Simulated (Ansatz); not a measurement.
For rutile MnO2, r²SCAN in Ansatz (PAW) gives:

| Quantity | Result |
|---|---|
| band gap at the measured cell (atoms relaxed with PBEsol) | 0.39 eV |
| magnetic moment | 2.40 μB |

**Question.** What does HSE06 (Ansatz, an electronic-structure program, PAW) give for the same quantities?

**Answer.** 
- band gap at the measured cell (atoms relaxed with PBEsol): 1.73 eV (rises by 1.34 eV)
- magnetic moment: 2.53 μB (increases by 0.13 μB)

For comparison: band gap 0.3 eV (measured, temperature not stated, no zero-point or thermal correction, experimental column, as cited; method not stated; as tabulated in Kuklin et al. (2022), doi:10.3390/molecules27030874).

Changes are worked out from the printed values.

Unless a cell is named, each level is at its own relaxed cell.

Density-functional gaps are differences of (generalised) Kohn–Sham levels.

Spin-polarised runs: r²SCAN (opposed moments), HSE06 (opposed moments).

Ansatz's density-functional and Hartree–Fock values are scalar-relativistic unless marked +SOC, with PAW data made under PBE.
